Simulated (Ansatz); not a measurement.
How far each method lies from RCCSDT(Q) for S–B–SH, singlet

Geometry: a PBE0/def2-TZVP stationary point for this spin, not checked as a minimum.

```xyz
4

S     0.0000   -0.2901    2.1210
B     0.0000   -0.2975    0.5119
S     0.0000   -0.3755   -1.2439
H     0.0000    0.9631   -1.3890
```

Basis cc-pVDZ; Ansatz 0.2.0. Only valence electrons are correlated (noble-gas cores frozen), which leaves 16 electrons in 44 orbitals. R marks a restricted (for open shells ROHF) determinant.

Full CI isn't at hand for all of this; RCCSDT(Q) serves as the reference, and is uncertain by about the last step of the cluster series.

- UHF ⟨S²⟩: 0.000
- T1 diagnostic (RCCSD): 0.0178
- largest doubles amplitude (RCCSD): 0.070

Problem. From what is known of these methods and the diagnostics, rank them by the size of their error in total energy against RCCSDT(Q) in cc-pVDZ, smallest first (an estimate: the text doesn't fix the numbers).
A. CISD
B. RCCSDT
C. BCCD(T)
D. RMP2
E. RCCSD

Solution. B (30 meV), C (56 meV), E (468 meV), D (1257 meV), A (1634 meV).

All errors are against RCCSDT(Q) in cc-pVDZ. Within each family the higher level lies nearer, as is usual though not guaranteed.

Atomization energy (electronic, same basis, no zero-point term; atoms at the same level, unrestricted beside the R rows where the molecule is a closed shell, with restricted open-shell steps beyond CCSDT(Q)) at RCCSDT(Q): 1247.9 kJ/mol. Errors of other levels:

| level | error (kJ/mol) |
| --- | --- |
| RHF | -303.2 |
| RMP2 | 46.6 |
| CISD | -133.2 |
| RCCSD | -34.3 |
| RCCSD(T) | -2.7 |
| BCCD(T) | -2.4 |
| RCCSDT | -2.4 |

This basis is far from its limit, so the value isn't to be set against a measured one. Truncated CI isn't size-consistent, which counts against it in atomization.
